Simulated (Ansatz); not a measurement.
C3H5NO can be A, `C1=NCCO1`, or B, `C=CC(N)=O`.

Gas-phase electronic energies from Ansatz, PBE0-D4/def2-TZVP geometries. CCSD(T)/CBS adds triple-zeta CCSD(T) − MP2 to the extrapolated MP2 energy (def2 sets, frozen cores). DFT in def2-TZVPP. Each species was taken in one conformer, which may not be the lowest.

Question: Which is lower in electronic energy at CCSD(T)/CBS, and by how much? (Best estimate.)

Answer: Computed: B, by 12.1 kcal/mol.

Question: Give E(B) − E(A) in kcal/mol with BLYP-D4, HF/def2-TZVPP, PBE0-D4, MP2/def2-TZVPP, ωB97M-V, CCSD(T)/def2-SVP, PBE-D4. (An estimate is asked.)

Answer: Computed: BLYP-D4 -17.2, HF/def2-TZVPP -15.4, PBE0-D4 -11.2, MP2/def2-TZVPP -11.5, ωB97M-V -12.6, CCSD(T)/def2-SVP -12.3, PBE-D4 -12.9. None reverses the order clearly.

Question: Does the order hold for the free energy at 298.15 K (harmonic terms from PBE0-D4)? (Best estimate.)

Answer: Computed: Yes: G(B) − G(A) = -14.7 kcal/mol, for one conformer each.

Largest T1 diagnostic: 0.015.

In def2-TZVPP, CCSD(T) changes the Hartree–Fock value by +4.3 kcal/mol (the triples alone add +0.1 kcal/mol) and MP2 by +3.9 kcal/mol. From BLYP to BHLYP (50 % exact exchange), in def2-TZVPP and without D4, E(B) − E(A) moves by +3.3 kcal/mol.
